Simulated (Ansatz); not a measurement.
The cluster Al₂B⁺, relaxed as a singlet with RKS r2SCAN-D4/def2-TZVP in Ansatz, starting from the GFN2-xTB geometry. Force threshold 0.02 eV/Å.

The restricted singlet is unstable towards broken spin symmetry in Hartree–Fock (as tested in another run); at r2SCAN-D4/def2-TZVP this wasn't settled. An occupied level of the charge 1 singlet lies above an empty one (by up to 0.04 eV), so this SCF solution is probably not the lowest. Another isomer (triplet) lies 0.99 eV lower at PBE0-D4/def2-TZVP; other spin states weren't run for this one.

Start:

```xyz
3

B     0.156    0.243    0.314
Al    1.679   -0.486   -0.751
Al   -1.836    0.243    0.436
```

```json
{"step": "1", "energy (eV)": "-13855.8563", "largest force component (eV/Å)": "0.866", "SCF passes": "69"}
{"step": "2", "energy (eV)": "-13855.9136", "largest force component (eV/Å)": "0.374", "SCF passes": "50"}
{"step": "3", "energy (eV)": "-13855.9289", "largest force component (eV/Å)": "0.003", "SCF passes": "50"}
{"step": "4", "energy (eV)": "-13855.9290", "largest force component (eV/Å)": "0.004", "SCF passes": "41"}
```

Force components are those of the run's own axes.

End:

```xyz
3

B     0.177    0.274    0.355
Al    1.723   -0.513   -0.790
Al   -1.900    0.239    0.434
```

By distances, no bond broke or formed. The bond that changes most is B1–Al3, from 2.00 to 2.08 Å (atoms count from 1).

The force fell under the threshold at step 3, but the optimiser went on. No frequencies were taken in this run, so the end may be a saddle point.

Hardware: 4 threads of Arm Neoverse V2 on a shared host. Wall time 10 s.
